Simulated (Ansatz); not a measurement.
# C2HSi+ (triplet): wave-function methods side by side, cc-pVDZ

An exercise on one series of results from a longer session: the logs are not shown, and one member is left open.

Method: cc-pVDZ, core rule «outside noble gas», up to 7 orbitals frozen; program: Ansatz 0.2.0, Gaussian basis.

To be run: UHF; CCSD(T) on ROHF; CCSD(T) on UHF; BCCD(T) on ROHF; CISD as a restricted active space (open shells left free, so some higher excitations enter); CCSDT(Q) on ROHF; CCSDT(Q) on UHF; CASSCF and NEVPT2, 10 electrons in 10 orbitals.

23 further runs of the same task are left out: 8 that didn't finish, 15 set aside as unsound or not needed. Runs told in other sessions of the task aren't counted.

**What is computed**

The geometry is a PBE0/def2-TZVP stationary point (not a proven minimum) of the parent state, kept for this charge and spin.

4 atoms, charge 1, spin multiplicity 3.

Atoms are counted from 1 here; the program's logs count them from 0.

Bond lengths: C1–C2 1.303 Å, C1–Si3 1.845 Å, C2–Si3 1.882 Å, C2–H4 1.081 Å. Angles: C2–C1–Si3 71.1°, C1–C2–Si3 68.0°, C1–C2–H4 148.1°, Si3–C2–H4 143.9°, C1–Si3–C2 40.9°.

Coordinates:

```
C     0.0000   -0.8170    0.7688
C     0.0000    0.4619    1.0201
Si    0.0000    0.1069   -0.8281
H     0.0000    1.2524    1.7579
```

Set-up of the first run:

File in.yaml:

```yaml
crystal:
  periodic: [false, false, false]
  atoms:
    - {symbol: C, position_ang: [0.000000, -0.816970, 0.768839]}
    - {symbol: C, position_ang: [0.000000, 0.461908, 1.020060]}
    - {symbol: Si, position_ang: [0.000000, 0.106896, -0.828106]}
    - {symbol: H, position_ang: [0.000000, 1.252374, 1.757882]}
basis:
  gaussian: {orbitals: cc-pVDZ}
total_charge: 1
magnetization: {spin_polarized: true, initial_magnetization: 2}
hamiltonian: {xc: hf}
output: {orbitals: {seedname: orbitals}}
```

On the command line:

```sh
$ ansatz run in.yaml --threads 1 --pin off --events-out ev --progress --plain --max-ram 2393MiB
```

Steps of the session up to this table: UHF; CCSD(T) on ROHF; CCSD(T) on UHF; BCCD(T) on ROHF; CISD as a restricted active space (open shells left free, so some higher excitations enter); CCSDT(Q) on ROHF; CCSDT(Q) on UHF; CASSCF and NEVPT2, 10 electrons in 10 orbitals.

One table of the session follows, with a row left open; its other results are not shown here.

It belongs to the step «Misses and costs». 

```
         method  from RCCSDT(Q) (meV)
           ROHF               +9313.2
            UHF               +9053.1
           RMP2               +1155.0
           UMP2               +1231.2
           CISD               +1442.0
          RCCSD                +592.1
          UCCSD                +581.2
       RCCSD(T)                 +69.0
       UCCSD(T)                 +76.3
        BCCD(T)                 +71.8
         RCCSDT                     ?
         UCCSDT                 +46.3
      RCCSDT(Q)                     0
      UCCSDT(Q)                  -4.9
CASSCF frontier               +5933.8
NEVPT2 frontier               +1331.9
```

Estimate the missing values for RCCSDT.

**Answer.** from RCCSDT(Q) (meV): +48.7. In the column «from RCCSDT(Q) (meV)» it lies between UCCSDT (+46.3) and RCCSD(T) (+69.0).

Caveats from the session: Restricted and unrestricted rows rest on different reference determinants; a gap between their highest levels can come from leftover correlation error, from unlike frozen cores or from another state.
